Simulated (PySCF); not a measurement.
Excited states between 380 and 750 nm. Vertical TDDFT excitations of isolated species (PySCF; the level stands beside each; core orbitals frozen in the response), one conformer each, no solvent. Ions are computed without counter-ions or solvent.

1. `[C](Cl)Cl` [singlet]
2. `CC(=S)[SiH2]/C=C/[SiH3]`
3. `C(CP=C=O)(F)(F)F`
4. `C#CC1=C[C@H]1CC`
5. `C#CC(C)=C=CC`
6. `C=C[CH+]CSC(F)(F)F`

Q: For which of them does the calculation put a singlet between 380 and 750 nm?

A: 1, 2, 3 and 6.

1. (B3LYP/def2-SVPD on a PBE0-D3(BJ)/def2-SVP geometry) 523 nm (f 0.002); 296 nm (f 0.000); 223 nm (f 0.064); 223 nm (f 0.019); 192 nm (f 0.002). S1 lies in the visible range (380 to 750 nm), at 523 nm, f = 0.0018; light of that wavelength is green, and its complementary colour is purple.
2. (B3LYP/def2-SVPD on a GFN2-xTB geometry) 599 nm (f 0.001); 297 nm (f 0.020); 266 nm (f 0.031); 251 nm (f 0.088); 229 nm (f 0.044). S1 lies in the visible range (380 to 750 nm), at 599 nm, f = 0.0006; light of that wavelength is orange, and its complementary colour is green-blue; a Tamm–Dancoff triplet lies at 387 nm, without intensity as long as spin–orbit coupling is left out.
3. (CAM-B3LYP/def2-SVPD on a GFN2-xTB geometry) 441 nm (f 0.001); 243 nm (f 0.020); 198 nm (f 0.025); 191 nm (f 0.008); 181 nm (f 0.052). S1 lies in the visible range (380 to 750 nm), at 441 nm, f = 0.0008; light of that wavelength is blue, and its complementary colour is yellow; a Tamm–Dancoff triplet lies at 503 nm, without intensity as long as spin–orbit coupling is left out.
4. (PBE0/def2-SVPD on a GFN2-xTB geometry) 267 nm (f 0.000); 247 nm (f 0.157); 212 nm (f 0.000); 206 nm (f 0.003); 187 nm (f 0.029).
5. (wB97X-D/def2-SVPD on a GFN2-xTB geometry) 226 nm (f 0.000); 220 nm (f 0.000); 213 nm (f 0.354); 206 nm (f 0.000); 185 nm (f 0.002).
6. (wB97X-D/def2-SVPD on a GFN2-xTB geometry) 610 nm (f 0.043); 290 nm (f 0.013); 240 nm (f 0.015); 232 nm (f 0.070); 231 nm (f 0.426). S1 lies in the visible range (380 to 750 nm), at 610 nm, f = 0.043; light of that wavelength is red, and its complementary colour is blue-green; a Tamm–Dancoff triplet lies at 742 nm, without intensity as long as spin–orbit coupling is left out.
